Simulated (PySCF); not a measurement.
```xyz
4
charge 0 multiplicity 1, angstrom
P     0.0000    0.0000   -0.0704
H     1.1922    0.0000    0.7217
H    -0.5961    1.0324    0.7217
H    -0.5961   -1.0324    0.7217
```

These are results of PySCF, PBE, basis P def2-TZVP, H def2-TZVP (no relativity, density fitting), not measurements.

This geometry of PH₃ is a stationary point at this level.

(1) What is the point group?

(2) Is it a minimum?

(3) What are the dipole moment and the gap between the highest occupied and lowest empty levels?

(4) Give the ideal-gas entropy at 298.15 K and 1 bar by parts.

(5) What is the atomisation energy, with and without zero-point energy?

Results:

(1) C3v.

(2) Yes: all harmonic wavenumbers are real.

(3) 0.65 D and 6.53 eV.

(4) translation 152.8, rotation 56.7, vibration 1.0, spin 0.0; total 210.5 J/(mol K).

(5) 1000 kJ/mol without, 940 kJ/mol with.
